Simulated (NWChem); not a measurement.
Molecule: hydrogen chloride (HCl); SMILES Cl

Computed with NWChem. Pople sets run with spherical d functions. Each level has its own optimisation; frequencies are unscaled.

| level | r Cl–H (Å) | highest harmonic frequency (cm⁻¹) | zero-point energy (kcal/mol) | dipole (D) |
|---|---|---|---|---|
| Hartree-Fock/STO-3G | 1.313 | 3373 | 4.8 | 1.77 |
| Hartree-Fock/3-21G | 1.293 | 2850 | 4.1 | 1.86 |
| Hartree-Fock/6-31G* | 1.266 | 3179 | 4.5 | 1.50 |
| B3LYP/6-31G* | 1.289 | 2937 | 4.2 | 1.47 |
| LDA (Slater exchange, VWN5)/def2-SVP | 1.298 | 2906 | 4.2 | 1.39 |
| PBE/def2-SVP | 1.296 | 2910 | 4.2 | 1.33 |
| BLYP/def2-SVP | 1.300 | 2855 | 4.1 | ___ |
| PBE0/def2-SVP | 1.285 | 3018 | 4.3 | 1.38 |

Q: Some entries are withheld; supply them.

A: 
- BLYP/def2-SVP, dipole (D): 1.26
